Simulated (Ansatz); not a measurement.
Process, species as SMILES: C[SiH2] (CH3-SiH2) → C atom + 5 H atom + Si atom
B3LYP-D3(BJ)/def2-TZVP geometries, fixed; electronic energies without zero-point terms.
Largest species:
```xyz
7

C     -0.0008     0.0642    -1.2011
Si     0.0002     0.0478     0.6809
H      0.0023    -0.9574    -1.5919
H     -0.8865     0.5712    -1.5864
H      0.8811     0.5770    -1.5873
H     -1.2107    -0.6263     1.2208
H      1.2161    -0.6184     1.2195
```
Charge 0, spin multiplicity 2.

Basis-set convergence of the atomisation energy at r2SCAN with Ansatz (a quantum-chemistry and plane-wave program). Cartesian d functions, on some or all atoms, in 6-31G**, 6-311G**; all else is spherical. The program fits the integrals of some runs and decomposes those of others, by size. Open shells are unrestricted. No added dispersion term, no relativity. Functions are those of the species that has most. Reference: the value in aug-pcseg-3, 535.30 kcal/mol, itself unsure by roughly 0.19 kcal/mol (its mean distance from aug-cc-pV(Q+d)Z, def2-QZVPPD, pcseg-3).

```csv
basis,functions,atomisation energy (kcal/mol)
6-31G,32,514.05
def2-SVP,57,533.03
6-31G**,59,535.61
6-311G**,75,530.79
def2-SVPD,84,533.91
aug-pcseg-1,95,?
def2-TZVPD,125,533.53
def2-TZVPP,143,?
def2-TZVPPD,170,?
"6-311++G(3df,3pd)",176,534.39
aug-pcseg-2,211,?
aug-cc-pV(T+d)Z,216,534.43
pcseg-3,289,535.26
```

### Question
Fill in the missing entries.

### Answer

- aug-pcseg-1, atomisation energy (kcal/mol): 530.54
- def2-TZVPP, atomisation energy (kcal/mol): 534.54
- def2-TZVPPD, atomisation energy (kcal/mol): 534.60
- aug-pcseg-2, atomisation energy (kcal/mol): 535.04
